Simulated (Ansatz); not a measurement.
# C2H2B: the cost of one run

Program: Ansatz 0.2.0, driven from Python. Level of theory: PBE0/def2-SVP. These are calculated values, not measurements.

**1. The system**

Bond lengths: B1–C2 1.534 Å, C2–C3 1.205 Å, B1–H4 1.181 Å, C3–H5 1.058 Å. Angles: B1–C2–C3 180.0°, C2–B1–H4 120.0°, C2–C3–H5 180.0°.

The script holds or builds the structure itself.

**2. The script**

Contents of freq_c2h2b.py:

```python
"""Harmonic frequencies of C2H2B at its relaxed geometry."""

import warnings

import ansatz as az
import numpy as np

warnings.simplefilter("ignore", az.DeckWarning)

geometry_ang = [
    ("B", [-1.4709, -0.2917, -0.1765]),
    ("C", [0.0461, -0.2008, 0.0296]),
    ("C", [1.2383, -0.1292, 0.1916]),
    ("H", [-2.0986, 0.6881, -0.3785]),
    ("H", [2.2851, -0.0664, 0.3338]),
]
mol = az.Crystal.molecule()
for symbol, xyz in geometry_ang:
    mol = mol.atom(symbol, xyz)

job = (
    mol.calculation()
    .basis(gaussian="def2-SVP")
    .functional("PBE0")
    .spin("collinear", total=1)
)
symbols = [site.symbol for site in mol.cartesian_sites]
start = np.array([site.position_ang for site in mol.cartesian_sites], dtype=float)
report = job.relax(force_tolerance=0.003).run(threads=1).report
end = np.array(report["positions_ang"])

print("final positions (A) and the move of each atom")
for symbol, xyz, old in zip(symbols, end, start):
    print(f"{symbol:2s} {xyz[0]:10.5f} {xyz[1]:10.5f} {xyz[2]:10.5f}   {np.linalg.norm(xyz - old):7.4f}")

# same settings at the minimum
minimum = az.Crystal.molecule()
for symbol, place in zip(symbols, end):
    minimum = minimum.atom(symbol, place.tolist())
vibrating = (
    minimum.calculation()
    .basis(gaussian="def2-SVP")
    .functional("PBE0")
    .spin("collinear", total=1)
    .phonons(temperatures=(100, 500, 100))
)
vib = vibrating.run(threads=1).report["vibrations"]
sums = vib["harmonic_sums"]
modes = [m["omega_inv_cm"] for m in sums["modes_at_gamma"] if m["rigid_motion"] == "no"]
print("frequencies (1/cm):", " ".join(f"{w:.0f}" for w in modes))
print("imaginary modes:", sum(w < 0 for w in modes), " zero-point energy:", round(sums["zero_point_energy_ev"], 4), "eV")
print("T (K)   F_vib (eV)   S_vib (meV/K)   C_vib (meV/K)")
for row in zip(sums["temperatures_k"], sums["vibrational_free_energy_ev"], vib["entropy_ev_per_k"], vib["heat_capacity_ev_per_k"]):
    print(f"{row[0]:6.1f} {row[1]:11.4f} {1000 * row[2]:13.4f} {1000 * row[3]:15.4f}")
```

**3. The run**

Run with:

```
$ python freq_c2h2b.py
```

What time and memory should one allow on 1 thread of AMD EPYC 7R43 (Zen 3), shared host?

About 30 s, with a peak of 0.2 GiB.
